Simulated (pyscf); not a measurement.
## Four-centre exchange: H₃C–In [singlet] + NH₃ → H₂N–In [singlet] + CH₄

Gas phase, singlet surface, charge 0. Bonds broken: In1–C2, N6–H7. Bonds formed: In1–N6, C2–H7. Single points on ωB97X-D3(BJ)/def2-SVP structures (PySCF, gas phase).

Transition state (Å):

```xyz
9

In     1.1165    -0.5785     0.6519
C     -1.3880    -0.7402     0.0003
H     -1.2495    -1.7489    -0.4362
H     -2.2691    -0.3096    -0.5120
H     -1.6940    -0.8844     1.0552
N      0.3996     1.2245    -0.6079
H     -0.5755     0.3723    -0.4026
H      0.6940     1.3509    -1.5775
H      0.2870     2.1534    -0.1991
```

One imaginary mode, 1596i cm⁻¹; descent along it reached the two sides named, in the forms told below.

| bond | change | reactant side (Å) | saddle | product side |
|---|---|---|---|---|
| In1–C2 | breaks | 2.264 | 2.593 | 3.7 |
| N6–H7 | breaks | 1.021 | 1.311 | 2.7 |
| In1–N6 | forms | 2.7 | 2.313 | 2.084 |
| C2–H7 | forms | 2.9 | 1.435 | 1.100 |

Electronic energies relative to the separated reactants (eV):

```csv
level,barrier,reaction energy,reverse barrier
ωB97X-D3(BJ)/def2-TZVP,0.69,-0.75,1.44
PBE/def2-TZVP,0.47,-0.79,1.26
r²SCAN/def2-TZVP,0.49,-0.82,1.32
B3LYP-D3(BJ)/def2-TZVP,0.63,-0.81,1.44
PBE0-D3(BJ)/def2-TZVP,0.57,-0.74,1.31
M06-2X/def2-TZVP,0.61,-0.81,1.42
ωB97M-D3(BJ)/def2-TZVP,0.73,-0.75,1.48
HF/def2-TZVP,1.40,-0.77,2.17
```

With ωB97M-D3(BJ)/def2-TZVP energies and thermal terms (ideal gas, 1 atm, RRHO with modes under 100 cm⁻¹ raised to 100, one conformer, R ln 2 for chiral ones without a mode under 150 cm⁻¹), in eV:

```csv
T (K),ΔH‡,ΔG‡,ΔH,ΔG
298,0.63,1.02,-0.76,-0.74
600,0.65,1.41,-0.76,-0.73
900,0.69,1.79,-0.76,-0.71
1200,0.73,2.15,-0.76,-0.70
```

On the reactant side the descent ends in a bound adduct (not fully relaxed), 0.47 eV under the separated species and 1.16 eV under the saddle at ωB97X-D3(BJ)/def2-TZVP. This is the saddle that the search found; another between the same sides may lie lower. Elements past Kr carry the def2 core potentials, without spin-orbit coupling.
